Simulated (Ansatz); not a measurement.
# NH3O (triplet): the correlation ladder at distance O1–H3 along a hydrogen transfer = 1.224 Å, cc-pVDZ

How much of the correlation energy of NH3O (triplet) does each wave-function method recover here?

Method: cc-pVDZ, core rule «outside noble gas», up to 2 orbitals frozen; program: Ansatz 0.2.0, Gaussian basis.

To be run: UHF; CCSD(T) on ROHF; CCSD(T) on UHF; BCCD(T) on ROHF; CISD; CCSDT(Q) on ROHF; CCSDT(Q) on UHF; CASSCF and MRCISD+Q, 4 electrons in 4 orbitals; CASSCF and NEVPT2, 4 electrons in 4 orbitals; CASSCF and NEVPT2, 14 electrons in 11 orbitals.

5 further runs of the same task are left out: 5 that didn't finish.

## (1) The geometry

The geometry derives from fragments relaxed apart (PBE0/def2-TZVP) and kept rigid, so it is no stationary point. A hydrogen atom is moved between rigid fragments.

5 atoms, charge 0, spin multiplicity 3.

Atoms are counted from 1 here; the program's logs count them from 0.

Bond lengths: O1–H2 0.960 Å, O1–H3 1.224 Å, H3–N4 1.040 Å, N4–H5 1.040 Å. Angles: H2–O1–H3 105.1°, O1–H3–N4 180.0°, H3–N4–H5 105.0°.

Geometry (Å):

```xyz
5
H3NO
O    -1.0671    0.0024    0.0000
H    -1.3164    0.9289    0.0000
H     0.1569    0.0024    0.0000
N     1.1969    0.0024    0.0000
H     1.4660   -1.0019    0.0000
```

## (2) UHF

File in.yaml:

```yaml
crystal:
  periodic: [false, false, false]
  atoms:
    - {symbol: O, position_ang: [-1.067117, 0.002370, 0.000000]}
    - {symbol: H, position_ang: [-1.316427, 0.928945, 0.000000]}
    - {symbol: H, position_ang: [0.156883, 0.002370, 0.000000]}
    - {symbol: N, position_ang: [1.196883, 0.002370, 0.000000]}
    - {symbol: H, position_ang: [1.465965, -1.001857, 0.000000]}
basis:
  gaussian: {orbitals: cc-pVDZ}
magnetization: {spin_polarized: true, initial_magnetization: 2}
hamiltonian: {xc: hf}
output: {orbitals: {seedname: orbitals}}
```

Launch:

```bash
$ ansatz run in.yaml --threads 1 --pin off --events-out ev --progress --plain --max-ram 2393MiB
```

After this run come: CCSD(T) on ROHF; CCSD(T) on UHF; BCCD(T) on ROHF; CISD; CCSDT(Q) on ROHF; CCSDT(Q) on UHF; CASSCF and MRCISD+Q, 4 electrons in 4 orbitals; CASSCF and NEVPT2, 4 electrons in 4 orbitals; CASSCF and NEVPT2, 14 electrons in 11 orbitals.

**Question.** What will the summary of the whole plan be? Wanted: UCCSDT(Q) below the RHF energy; RMP2 from UCCSDT(Q); UMP2 from UCCSDT(Q); RCCSD from UCCSDT(Q); RCCSD(T) from UCCSDT(Q); UCCSD(T) from UCCSDT(Q); RCCSDT(Q) from UCCSDT(Q); NEVPT2 pair from UCCSDT(Q); MRCISD+Q pair from UCCSDT(Q).

The runs gave:

| quantity | value |
| --- | --- |
| UCCSDT(Q) below the RHF energy | -10.1555 eV |
| RMP2 from UCCSDT(Q) | +1192.1 meV |
| UMP2 from UCCSDT(Q) | +1172.7 meV |
| RCCSD from UCCSDT(Q) | +253.2 meV |
| RCCSD(T) from UCCSDT(Q) | +52.5 meV |
| UCCSD(T) from UCCSDT(Q) | +49.7 meV |
| RCCSDT(Q) from UCCSDT(Q) | +1.6 meV |
| NEVPT2 pair from UCCSDT(Q) | +1081.9 meV |
| MRCISD+Q pair from UCCSDT(Q) | +188.7 meV |
| NEVPT2 valence from UCCSDT(Q) | +1211.3 meV |
| levels within 1 kcal/mol (43 meV) | RCCSDT, UCCSDT, RCCSDT(Q) |
| T1 diagnostic | 0.047 |
| effectively unpaired electrons | 2.02 |

In words: RCCSD(T) misses by +52.5 meV, 0.5 % of the correlation energy. The occupations are near whole numbers, but T1 = 0.047 shows that the orbitals relax strongly. Of the multireference levels listed MRCISD+Q pair comes nearest in total energy (+188.7 meV), which doesn't show that its space is the better one. These misses are within one basis, not against nature; the frozen cores of restricted and unrestricted runs differ, which can shift their rows.
